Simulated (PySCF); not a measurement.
# Checking a proposed structure

A compound C$_{3}$H$_{5}$NO$_{2}$ gives the data below (simulated from a calculation) and was assigned the structure `CC(=O)C(N)=O`.

$^{13}$C{$^{1}$H} NMR (computed): δ 206.1 (CH), 164.4 (C), 50.4 (CH2).

$^{1}$H NMR (400 MHz, computed): δ 9.80 (s, 1H), 7.51 (br, 1H), 4.55 (br, 1H), 3.20 (s, 2H).

Method: geometry: PBE0-D3(BJ)/def2-SVP, couplings computed with B3LYP/pcJ-1 (spin–dipole term only in couplings to heteroatoms), NMR shieldings at PBE0/pcSseg-1/GIAO, in PySCF 2.14 (isolated molecule, no relativistic terms, one averaged value for each set of equivalent atoms, one computed conformer).

References, each an isolated molecule treated in the same way: TMS for $^{1}$H, $^{13}$C.

Task: Compare with the shifts computed for the proposed structure, pairing carbons in order of shift.

Result: Structure with atom numbers: `[CH3:1][C:2](=[O:3])[C:4]([NH2:5])=[O:6]`; H(Xn) means a hydrogen on atom n.

```
atom  computed for proposal  given list  difference
  C2                  204.3       206.1        -1.8
  C4                  160.2       164.4        -4.2
  C1                   27.1        50.4       -23.3
```

The rms difference is 13.7 ppm and the largest -23.3 ppm at C1 (methyl carbon α to a carbonyl). The carbon types in order of shift don't match either: C, C, CH3 for the proposal against CH, C, CH2 in the data. The proposal doesn't fit.

Task: Which isomer fits?

Result: `NC(=O)CC=O`.

1. Carbon types of the structure: 1 × C, 1 × CH, 1 × CH2, leaving 2 H on heteroatoms.
2. δC 206.1: aldehyde carbonyl carbon; the double bond to the heteroatom, with no lone-pair donor beside it, deshields it most.
3. δC 164.4: amide carbonyl carbon; lone-pair donation from the attached heteroatom keeps it upfield of a ketone carbonyl.
4. δH 9.80: hydrogen on an aldehyde carbonyl carbon; the C=O anisotropy and electron withdrawal place aldehyde protons far downfield.
5. δH 7.51, 4.55: hydrogen on an amide-type nitrogen; exchangeable; this is the value without hydrogen bonding to other molecules.

This is the structure that produced the data.

OH and NH positions are those of a molecule without intermolecular hydrogen bonds; in solution they move with solvent, concentration and temperature, and exchange usually removes their couplings. The two substituents on the amide-type nitrogen aren't averaged: C–N rotation is slow on the NMR time scale. Unscaled 3J(H,H) at this level run about 10 % above measured values. Shifts are as computed. Against solution values, carbons near 30 ppm lie about +2 ppm off and those near 130 ppm about +5 ppm. Of 1211 compounds with measured shifts, 218 miss one by over three times the rms of a fit or turn the order of signals round; such compounds aren't used in these exercises. Hydrogen bonding in solution deshields acid and N–H amide carbonyl carbons by as much as 10 ppm beyond these values. Couplings across =CH–CH2 type bonds come from one rotamer and its mirror image, and can be 1–2 Hz further off.
